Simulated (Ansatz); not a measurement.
Geometry optimisation, Ansatz 0.2.0, RKS PBE0/def2-SVP.

input.yaml

```yaml
crystal:
  periodic: [false, false, false]
  atoms:
    - { symbol: C, position_ang: [-0.0375, -1.706, -0.2775] }
    - { symbol: "N", position_ang: [0.6738, -0.7845, 0.2694] }
    - { symbol: C, position_ang: [0.1056, 0.4714, 0.3105] }
    - { symbol: O, position_ang: [-0.3926, 0.8225, 1.5009] }
    - { symbol: C, position_ang: [0.2398, 1.349, -0.6863] }
    - { symbol: F, position_ang: [-0.2787, 2.6129, -0.5889] }
    - { symbol: H, position_ang: [-1.0658, -1.4387, -0.6857] }
    - { symbol: H, position_ang: [0.3027, -2.6846, -0.3893] }
    - { symbol: H, position_ang: [-0.1938, 0.1086, 2.1427] }
    - { symbol: H, position_ang: [0.7296, 1.1982, -1.593] }
basis:
  gaussian: { orbitals: def2-SVP }
hamiltonian:
  xc: pbe0
relax:
  f_tol: 0.015
  max_steps: 40
output:
  orbitals: {}
```

Run as:

```bash
$ ansatz run input.yaml --threads 2 --pin off --max-ram 3072MiB --backend cpu --events-out ev --progress --plain --runs-dir out
```

Problem. Where does it end, and by what steps?

Solution. The forces met the threshold. After 10 steps the energy has fallen by 0.464 eV; H7 moved furthest, 0.75 Å.

```csv
step,energy less start (eV),largest force component (eV/Å),accepted
0,0.0000,3.556,yes
1,-0.2630,0.988,yes
2,-0.2984,1.352,yes
3,-0.3946,0.914,yes
4,-0.4421,0.438,yes
5,-0.4578,0.274,yes
6,-0.4625,0.090,yes
7,-0.4639,0.048,yes
8,-0.4635,0.057,no
9,-0.4641,0.038,yes
10,-0.4642,0.011,yes
```

```xyz
10
Properties=species:S:1:pos:R:3
C -0.005 -1.648 -0.441
N 0.352 -0.864 0.491
C 0.037 0.488 0.477
O -0.228 1.016 1.685
C 0.081 1.248 -0.633
F -0.132 2.560 -0.587
H -0.632 -1.330 -1.294
H 0.318 -2.697 -0.408
H -0.061 0.317 2.330
H 0.352 0.860 -1.616
```

Whether the end is a true minimum wasn't checked by a vibrational analysis.

Time of the run: 12 s on 2 threads of AMD EPYC 9R45 96-Core Processor (Zen 5), with other jobs on the host, peak memory 0.24 GiB.
